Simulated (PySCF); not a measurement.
## Basis-set dependence of population analyses: `[AlH3-][CH2]Cl`

Compound: CH5AlCl (charge -1).
Geometry (PBE0-D3(BJ)/def2-SVP, Å), atoms numbered from 1 in this order:
```xyz
8
CH5AlCl angstrom
Al    -1.0282    0.0393   -0.0767
C      1.0023   -0.1574    0.0125
Cl     1.8626    1.2597    0.7857
H     -1.6441    0.1617    1.4387
H     -1.4128    1.3462   -0.9906
H     -1.5538   -1.3487   -0.8029
H      1.4598   -0.2545   -0.9867
H      1.3238   -1.0367    0.5956
```

PBE0 throughout (PySCF), one geometry, spherical d and f functions. Isolated species at its PBE0-D3(BJ)/def2-SVP geometry, gas phase. The geometry's basis has no diffuse functions. Atoms taken as equivalent share a column and are averaged.

Mulliken charges (e):

```csv
basis,functions,Al1,C2,Cl3,H4/H5/H6,H7/H8
STO-3G,28,+0.593,-0.307,-0.301,-0.349,+0.032
6-31G,45,+0.364,-0.760,-0.149,-0.264,+0.169
pcSseg-0,45,+0.740,-0.975,-0.193,-0.348,+0.236
6-31G*,60,+0.120,-0.633,-0.203,-0.206,+0.166
def2-SVP,75,+0.339,-0.310,-0.287,-0.278,+0.047
cc-pVDZ,75,+0.098,-0.288,-0.254,-0.218,+0.048
pcSseg-1,90,+0.602,-0.531,-0.295,-0.339,+0.120
aug-cc-pVDZ,122,-0.107,-0.199,-0.236,-0.091,-0.093
"6-311+G(2d,p)",127,+0.432,-0.731,-0.118,-0.284,+0.134
def2-TZVP,135,+0.120,-0.334,-0.284,-0.233,+0.099
cc-pVTZ,168,+0.005,-0.221,-0.294,-0.209,+0.069
IGLO-III,173,+0.861,-0.598,-0.170,-0.440,+0.113
```

IAO charges (e):

```json
{"basis": "STO-3G", "functions": "28", "Al1": "+0.714", "C2": "-0.570", "Cl3": "-0.191", "H4/H5/H6": "-0.381", "H7/H8": "+0.095"}
{"basis": "6-31G", "functions": "45", "Al1": "+0.168", "C2": "-0.560", "Cl3": "-0.204", "H4/H5/H6": "-0.226", "H7/H8": "+0.137"}
{"basis": "pcSseg-0", "functions": "45", "Al1": "+0.223", "C2": "-0.577", "Cl3": "-0.189", "H4/H5/H6": "-0.243", "H7/H8": "+0.136"}
{"basis": "6-31G*", "functions": "60", "Al1": "+0.241", "C2": "-0.556", "Cl3": "-0.202", "H4/H5/H6": "-0.246", "H7/H8": "+0.127"}
{"basis": "def2-SVP", "functions": "75", "Al1": "+0.287", "C2": "-0.554", "Cl3": "-0.185", "H4/H5/H6": "-0.263", "H7/H8": "+0.120"}
{"basis": "cc-pVDZ", "functions": "75", "Al1": "+0.247", "C2": "-0.553", "Cl3": "-0.198", "H4/H5/H6": "-0.249", "H7/H8": "+0.126"}
{"basis": "pcSseg-1", "functions": "90", "Al1": "+0.281", "C2": "-0.567", "Cl3": "-0.198", "H4/H5/H6": "-0.257", "H7/H8": "+0.127"}
{"basis": "aug-cc-pVDZ", "functions": "122", "Al1": "+0.256", "C2": "-0.565", "Cl3": "-0.204", "H4/H5/H6": "-0.251", "H7/H8": "+0.132"}
{"basis": "6-311+G(2d,p)", "functions": "127", "Al1": "+0.282", "C2": "-0.579", "Cl3": "-0.200", "H4/H5/H6": "-0.257", "H7/H8": "+0.134"}
{"basis": "def2-TZVP", "functions": "135", "Al1": "+0.293", "C2": "-0.579", "Cl3": "-0.195", "H4/H5/H6": "-0.261", "H7/H8": "+0.132"}
{"basis": "cc-pVTZ", "functions": "168", "Al1": "+0.280", "C2": "-0.575", "Cl3": "-0.198", "H4/H5/H6": "-0.257", "H7/H8": "+0.132"}
{"basis": "IGLO-III", "functions": "173", "Al1": "+0.303", "C2": "-0.581", "Cl3": "-0.190", "H4/H5/H6": "-0.265", "H7/H8": "+0.131"}
```

**Question.** Which scheme is steadiest as the basis changes?

**Answer.** Largest range over the bases for any column: IAO 0.55 e, Mulliken 0.97 e. IAO charges move least and Mulliken charges most, counted in e. Without the minimal STO-3G basis the ranges are IAO 0.13, Mulliken 0.97 e.

**Question.** How much do the charges still move between the two largest bases, cc-pVTZ and IGLO-III?

**Answer.** At most, over all atoms: Mulliken 0.856 e, IAO 0.023 e.

**Question.** What do the same runs give for the total energy and the frontier levels?

**Answer.** 
```csv
basis,energy (Eh),HOMO (eV),LUMO (eV)
STO-3G,-734.9458,1.31,10.47
6-31G,-743.3706,-2.33,5.16
pcSseg-0,-742.5594,-2.50,5.34
6-31G*,-743.4108,-2.26,5.15
def2-SVP,-743.1973,-2.21,5.37
cc-pVDZ,-743.4520,-2.27,5.15
pcSseg-1,-743.4223,-2.47,4.89
aug-cc-pVDZ,-743.4637,-2.57,2.94
"6-311+G(2d,p)",-743.4866,-2.57,3.65
def2-TZVP,-743.4903,-2.44,4.66
cc-pVTZ,-743.4984,-2.44,4.71
IGLO-III,-743.4865,-2.40,4.62
```

Where the HOMO energy of this anion is positive, the outermost electrons may be held by the finite basis alone.
